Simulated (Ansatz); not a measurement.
Consider the hydrogenolysis of a C–F bond: `CNC#CCF` + H₂ → `CC#CNC` + H–F.

Calculated with Ansatz (gas phase, PBE0-D4/def2-TZVP geometries, no zero-point term in ΔE). CCSD(T)/CBS adds triple-zeta CCSD(T) − MP2 to the extrapolated MP2 energy (def2 sets, frozen cores). This one scheme is used for every species.

```
             level  ΔE (kJ/mol)
CCSD(T)/def2-TZVPP       -108.7
SCS-MP2/def2-QZVPP       -112.4
     MP2/CBS(def2)       -118.2
    CCSD/CBS(def2)       -115.4
```

(1) What does CCSD(T)/CBS give? (Best estimate.)

Largest T1 diagnostic among the species: 0.012.

## Answers

(1) The calculation gave: -112.5 kJ/mol. The listed levels differ from it by 3.8, 0.1, -5.7, -2.9 kJ/mol.

From PBE to PBE0 (25 % exact exchange), in def2-TZVPP and without D4, ΔE moves by −10.0 kJ/mol.
